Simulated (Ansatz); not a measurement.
Compare A (`C=C(C)CO`) with its isomer B (`CC1(O)CC1`).

Computed with Ansatz on PBE0-D4/def2-TZVP structures; ΔE is electronic, products minus reactants. CCSD(T)/CBS adds triple-zeta CCSD(T) − MP2 to the extrapolated MP2 energy (def2 sets, frozen cores). Functionals use def2-TZVPP. B3LYP here is the variant with VWN-RPA as its local correlation; programs differ in this. One conformer a species, not always the lowest.

A:

```xyz
13

C    -1.190   -0.810    0.767
C    -0.221   -0.044    0.274
C    -0.347    1.437    0.117
C     1.079   -0.648   -0.172
O     1.340   -0.418   -1.545
H    -1.062   -1.883    0.867
H    -2.135   -0.393    1.096
H     0.386    1.952    0.748
H    -1.343    1.788    0.387
H    -0.133    1.734   -0.913
H     1.092   -1.720    0.061
H     1.913   -0.181    0.361
H     0.623   -0.815   -2.047
```

B:

Z-matrix (Å, degrees):
```
C
C 1 1.501
H 1 1.093 2 110.3
H 1 1.095 2 110.9 3 119.8
H 1 1.092 2 111.1 3 -120.4
O 2 1.400 1 114.3 3 -57.1
C 2 1.486 1 120.3 3 84.0
C 2 1.498 1 120.1 3 155.6
H 6 0.962 2 108.0 1 -68.6
H 7 1.083 2 118.4 1 1.4
H 7 1.082 2 116.4 1 -142.8
H 8 1.084 2 118.6 1 -2.1
H 8 1.083 2 117.0 1 143.3
```

Problem. Which is lower in electronic energy at CCSD(T)/CBS, and by how much? (Best estimate.)

Solution. The calculation gave: A, by 5.4 kcal/mol.

Problem. Give E(B) − E(A) in kcal/mol with B2PLYP, CCSD(T)/def2-TZVPP, HF/def2-TZVPP, CCSD/def2-TZVPP, B3LYP, PBE0-D4, ωB97M-V. (An estimate is asked.)

Solution. Ansatz gave: B2PLYP 6.0, CCSD(T)/def2-TZVPP 5.2, HF/def2-TZVPP 7.7, CCSD/def2-TZVPP 4.9, B3LYP 7.0, PBE0-D4 1.7, ωB97M-V 3.4. None reverses the order clearly.

Largest T1 diagnostic: 0.010.

In def2-TZVPP, CCSD(T) changes the Hartree–Fock value by −2.5 kcal/mol (the triples alone add +0.3 kcal/mol) and MP2 by −4.8 kcal/mol. From PBE to PBE0 (25 % exact exchange), in def2-TZVPP and without D4, E(B) − E(A) moves by −1.7 kcal/mol.
